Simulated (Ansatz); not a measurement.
hcp Mg, treated with PBE-D3(BJ) in Ansatz (plane waves, PAW).

Settings: plane-wave cutoff 520 eV, 18×18×12 k mesh (along the axes of the cell as run), Fermi–Dirac smearing 0.05 eV, scalar-relativistic PAW data made under PBE.

Results at a series of volumes:

```
V (Å³/atom)  E − E_lowest (meV/atom)  P (GPa)
-----------  -----------------------  -------
20.848                          4.62    1.765
21.282                          1.12    0.838
21.717                          0.00   -0.001
22.151                          1.05   -0.761
22.585                          4.06   -1.449
```

Estimate the bulk modulus from the pressures at 21.282 and 22.151 Å³/atom, and compare it with a fit to all energies.

B = −V dP/dV. Between V = 21.282 and 22.151 Å³/atom, dP/dV = (-0.761 − (0.838))/(22.151 − 21.282) = -1.84 GPa per Å³/atom; at the midpoint 21.716 Å³/atom this gives B ≈ 40.0 GPa. The third-order Birch–Murnaghan fit gives V0 = 21.716 Å³/atom, B0 = 39.9 GPa, B′ = 4.0, which lies within 1 % of that estimate.

Shape and atoms are relaxed at each volume.

Measured, for comparison: bulk modulus 38.6 GPa (copied from a table, unchecked, extrapolated to 0 K and zero-point effects removed; as tabulated in Lejaeghere et al. (2013), arXiv:1204.2733). Computed (rounded) less measured: bulk modulus not scored (unchecked).

Note: the bulk modulus comes from volumes at which shape and atoms were relaxed.

Ansatz is an electronic-structure program.
